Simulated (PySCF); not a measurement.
Gas-phase reaction: SiH₃ + PH + HPO₂ ⇌ H₃SiPH₂ + PO₂

Computed with PySCF (xtb for GFN2) and rigid-rotor harmonic-oscillator thermochemistry at 1 bar. † marks an energy on the PBE0/def2-TZVP geometry and frequencies; other levels use their own. MP2 freezes the core. Open shells (unrestricted): SiH₃ (multiplicity 2), PH (multiplicity 3), PO₂ (multiplicity 2); the rest are closed-shell singlets. GFN2 has no spin-polarisation term. HPO₂: computed as isolated molecules; such fragments, hydroxides, amides, oligomers or adducts are transient or little studied in the gas. MP2 isn't extrapolated to the basis-set limit; its ΔH°(298 K) is -187.6 kJ in def2-SVP and -228.3 kJ in def2-TZVPP. The harmonic model lacks anharmonicity and excited electronic states, which grow with temperature; levels with a mode under 35 cm⁻¹ are left out. Internal rotation in HPO₂, H₃SiPH₂ is treated as a harmonic vibration of one conformer, which makes the entropy rough.

```csv
level,"ΔE electronic, kJ","ΔH°(298 K), kJ","ΔS°(298 K), J/K","ΔG°(1800 K), kJ"
GFN2-xTB,-252,-246,-138,-3
HF/def2-TZVP†,-85,-79,-141,167
M06-2X/def2-TZVP†,-214,-209,-141,38
MP2/def2-TZVPP†,-234,-228,-141,18
PBE/def2-TZVP†,-258,-252,-141,-6
r2SCAN/def2-TZVP†,-249,-244,-141,3
LDA/def2-TZVP†,-304,-299,-141,-53
```
ΔH° is lowest at LDA/def2-TZVP† and highest at HF/def2-TZVP†. No reference value is set beside these.
